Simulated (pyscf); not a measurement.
`[NH2][B]([NH2])[Cl]` + `[H]` [doublet] -> `[NH2][B][NH2]` [doublet] + `[ClH]` (atom transfer; doublet surface; B–Cl broken, Cl–H formed). Optimised with ωB97X-D3(BJ)/def2-SVP in PySCF. Rate constants from transition-state theory, ωB97M-D3(BJ)/def2-TZVP energies (ideal gas, 1 atm, RRHO with modes under 100 cm⁻¹ raised to 100, one conformer, R ln 2 for chiral ones without a mode under 150 cm⁻¹; no tunnelling), k in cm³ molecule⁻¹ s⁻¹.

| T (K) | 1000/T | log10 k |
|---|---|---|
| 298 | 3.354 | -33.14 |
| 600 | 1.667 | -21.53 |
| 900 | 1.111 | ? |
| 1200 | 0.833 | -15.62 |

Problem. Fit an Arrhenius line to the three values, give the activation energy, and predict k at 900 K.

Solution. Least squares gives log10 k = -9.89 − 6.94 × 1000/T, so Ea = 6.94 × ln 10 × 1.987 = 31.8 kcal/mol, against an electronic barrier of 29.7. At 900 K the line gives -17.60; the computed value is -17.62 (ΔG‡ = 49.3 kcal/mol), close to the line. One saddle was located; it need not be the lowest between these sides. The angle at the transferred Cl is 180°.
